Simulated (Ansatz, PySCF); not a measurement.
Species: water, H2O, charge 0, multiplicity 1. SMILES: O
Coordinates optimised at B3LYP-D3(BJ)/def2-TZVP (Ansatz, a quantum-chemistry and plane-wave program):
```
O
H 1 0.9627
H 1 0.9627 2 105.24
```

Wanted: enthalpy of formation at 298 K, in kcal/mol. Conventions: UHF or UKS for open shells; non-relativistic; 6-311+G** with 5d; spin-orbit terms left out; dispersion terms only where a functional's name holds one. Ab initio and DFT rows: single points at B3LYP-D3(BJ) geometries (Ansatz), with unscaled harmonic terms from B3LYP/6-31G* at its own minima, enthalpies of formation by atomisation with measured atoms.

```
species  coefficient  E at B3LYP/6-311+G** (Ansatz), Eh  E at M06-2X/def2-TZVPD (PySCF), Eh  H(298 K) - E, kcal/mol
-------  -----------  ---------------------------------  ----------------------------------  ----------------------
O (H2O)           +1                          -76.45846                           -76.42916                   15.65
H atom            -2                           -0.50216                            -0.49815                       -
O atom            -1                          -75.08988                           -75.06660                       -
```

The atoms take no thermal term, since their enthalpies of formation at 0 K are used: the result is the sum of coefficient times E, plus the molecule's thermal term, plus number times (enthalpy of formation minus H(298) - H(0)) over the atoms. Measured values of the atoms (G2/97 table in ASE), kcal/mol:

```json
[
 {"atom": "H", "number": "2", "enthalpy of formation of the gas at 0 K": "51.63", "H(298) - H(0) of the element's standard state": "1.01"},
 {"atom": "O", "number": "1", "enthalpy of formation of the gas at 0 K": "58.99", "H(298) - H(0) of the element's standard state": "1.04"}
]
```

Measured values: Active Thermochemical Tables 1.112 (ions: stationary electron), as tabulated in the package chemicals; they hold spin-orbit and core effects, anharmonicity.  Value to compare with, the measured value: -57.8 kcal/mol. 1 Eh = 627.5095 kcal/mol.

Problem. Work the quantity out at each level, and compare with the measured value.

Solution. 
- B3LYP/6-311+G**: the sum of coefficient times E is -0.36426 Eh, or -228.58 kcal/mol; the thermal terms add 15.65; the atoms' measured terms add 159.19. Result: -53.7 kcal/mol. Its error against the measured value is 4.1 kcal/mol.
- M06-2X/def2-TZVPD: the sum of coefficient times E is -0.36626 Eh, or -229.83 kcal/mol; the thermal terms add 15.65; the atoms' measured terms add 159.19. Result: -55.0 kcal/mol. Its error against the measured value is 2.8 kcal/mol.
